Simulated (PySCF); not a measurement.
Complexes of PH2F

Gas-phase complexes of PH2F, each in one structure from a short search with a few starts, optimised by PBE0-D3(BJ)/def2-SVPD or PBE0-D3(BJ)/def2-TZVPD; other ways of binding may lie lower. Energies in kcal/mol, wB97M-D3(BJ)/def2-TZVPD, counterpoise-corrected (PySCF): interaction is complex less parts frozen as they stand in it, binding adds what it costs to deform them. Contacts are written partner···PH2F; electrostatic, Pauli and orbital are terms of the uncorrected same energy, whose rest is dispersion or correlation.

4 other partners are left out, for which the search missed the form known or expected to bind best.

No frequency run checks that these structures are minima. 2 further partners within 0.25 kcal/mol of a listed one are not ranked.

Problem. Order these partners of PH2F by binding energy, strongest first: methylamine, phosphine, ammonia, hydrogen sulfide, acetylene, bromide, formaldehyde.

Solution. bromide (-15.6), methylamine (-8.7), ammonia (-6.9), hydrogen sulfide (-3.4), phosphine (-3.1), formaldehyde (-2.8), acetylene (-2.0).
```
         partner  contact  distance (Å)  binding  interaction  electrostatic  Pauli  orbital
         bromide   Br···P          2.80    -15.6        -18.4          -36.2   45.3    -26.3
     methylamine    N···P          2.42     -8.7        -10.2          -31.1   42.3    -19.2
         ammonia    N···P          2.54     -6.9         -7.2          -22.0   28.0    -11.8
hydrogen sulfide    S···P          3.09     -3.4         -3.3           -9.6   12.9     -5.3
       phosphine    P···P          2.84     -3.1         -3.3          -18.2   29.3    -12.8
    formaldehyde    O···P          3.14     -2.8         -2.8           -3.8    3.2     -1.1
       acetylene    H···F          2.40     -2.0         -1.9           -2.0    1.5     -0.6
```
